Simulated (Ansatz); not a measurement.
# BH5SSi: functionals against CCSD(T) at one geometry

An exercise on one series of results from a longer session: the logs are not shown, and one member is left open.

The runs use Ansatz 0.2.0, Gaussian basis; single points in def2-TZVPP.

Cores are frozen in the correlated methods.

### Starting geometry

SMILES `BS[SiH3]`, 8 atoms, charge 0, spin multiplicity 1.

Atoms are counted from 1 here; the program's logs count them from 0.

Bond lengths: B1–S2 1.859 Å, B1–H4 1.225 Å, B1–H5 1.228 Å, S2–Si3 2.290 Å, Si3–H6 1.506 Å, Si3–H7 1.536 Å, Si3–H8 1.577 Å. Angles: S2–B1–H4 117.6°, S2–B1–H5 122.2°, H4–B1–H5 120.2°, B1–S2–Si3 103.8°, S2–Si3–H6 107.8°, S2–Si3–H7 106.6°, S2–Si3–H8 101.4°, H6–Si3–H7 112.6°, H6–Si3–H8 113.9°, H7–Si3–H8 113.5°.

As a file:

```xyz
8
BH5SSi
B    -1.1067    1.0118   -1.0562
S    -1.0498   -0.7402   -0.4385
Si    0.8522   -0.8094    0.8346
H    -2.0504    1.3315   -1.7686
H    -0.2424    1.8359   -0.7683
H     0.7120    0.2173    1.9278
H     2.0251   -0.5075   -0.1109
H     0.8274   -2.2994    1.3513
```

The first run:

run/in.yaml

```yaml
crystal:
  periodic: [false, false, false]
  atoms:
    - {symbol: B, position_ang: [-1.106700, 1.011800, -1.056200]}
    - {symbol: S, position_ang: [-1.049800, -0.740200, -0.438500]}
    - {symbol: Si, position_ang: [0.852200, -0.809400, 0.834600]}
    - {symbol: H, position_ang: [-2.050400, 1.331500, -1.768600]}
    - {symbol: H, position_ang: [-0.242400, 1.835900, -0.768300]}
    - {symbol: H, position_ang: [0.712000, 0.217300, 1.927800]}
    - {symbol: H, position_ang: [2.025100, -0.507500, -0.110900]}
    - {symbol: H, position_ang: [0.827400, -2.299400, 1.351300]}
basis:
  gaussian: {orbitals: def2-TZVPP}
correlation: {method: ccsd_t}
output: {forces: true}
```

No record of the launch command was kept for these runs.

Steps of the session up to this table: CCSD(T)/def2-TZVPP; PBE0-D4/def2-TZVPP; wB97M-V/def2-TZVPP; r2SCAN-D4/def2-TZVPP; PBE-D4/def2-TZVPP; BLYP-D4/def2-TZVPP; B97M-V/def2-TZVPP.

One table of the session follows, with a row left open; its other results are not shown here.

| method | RMS force component (eV/Å) | angle to CCSD(T) forces (°) | dipole (D) |
| --- | --- | --- | --- |
| CCSD(T) | 0.649 | reference | 1.68 |
| PBE0-D4 | 0.667 | 6.6 | 1.66 |
| wB97M-V | ? | ? | ? |
| r2SCAN-D4 | 0.648 | 4.3 | 1.64 |
| PBE-D4 | 0.574 | 10.1 | 1.62 |
| BLYP-D4 | 0.551 | 6.3 | 1.62 |
| B97M-V | 0.682 | 7.0 | 1.50 |

Q: Estimate the row for wB97M-V from the others.

As computed: RMS force component (eV/Å): 0.699; angle to CCSD(T) forces (°): 2.4; dipole (D): 1.67. In the column «RMS force component (eV/Å)» it is the highest.
